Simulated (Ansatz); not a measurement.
Species: CHF₃, SMILES `FC(F)F` (charge 0, multiplicity 1), formula CHF3.

### Question
How many basis functions does frozen-core CCSD(T)/def2-TZVPP // B3LYP-D3(BJ)/def2-TZVP (Ansatz, a first-principles code) use, how many core orbitals are frozen, and how many electrons are correlated?

### Answer
138 basis functions and 4 frozen orbitals, which leaves 26 correlated electrons. Core time is of the order of seconds.
